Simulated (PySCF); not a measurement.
**How exact exchange moves a shielding**

Molecule: SMILES FC(F)(F)CS, C₂H₃F₃S.

Cartesian coordinates in Å; atom numbers follow the order of the lines, from 1:
```xyz
9

F    -1.3657    0.2370    0.9644
C    -0.8357   -0.3757   -0.0989
F    -1.1459   -1.6743   -0.0090
F    -1.4307    0.1096   -1.1842
C     0.6659   -0.2070   -0.1406
S     1.2219    1.5103   -0.2314
H     1.0943   -0.7261    0.7285
H     1.0376   -0.7064   -1.0463
H     0.7948    1.8584    1.0012
```

GIAO shieldings (ppm, equivalent atoms averaged) in PySCF 2.14.0 with density-fitted response routines on the PBE0-D3(BJ)/def2-SVP geometry, basis pcSseg-2, gas phase, non-relativistic:

```csv
functional,exact exchange (%),σ(F1/F3/F4),σ(C2)
BLYP,0,242.2,33.9
BP86,0,243.3,39.1
PBE,0,242.2,39.1
PBE0,25,258.9,49.3
mPW1PW91,25,259.6,48.5
BHandHLYP,50,272.8,54.7
HF,100,299.6,74.8
```

Problem. Fit each shielding as a line in the percentage of exact exchange.

Solution. σ(F1/F3/F4) = 243.4 + 0.57 x (rms 1.2 ppm); σ(C2) = 38.0 + 0.37 x (rms 2.0 ppm). The functionals also differ in their semilocal parts, which the line can't hold; Hartree–Fock has no correlation at all.

Problem. What does the line predict for B3LYP (20 %), and what does the run give?

Solution. σ(F1/F3/F4): 254.8 predicted, 255.4 computed; σ(C2): 45.4 predicted, 42.4 computed ppm.
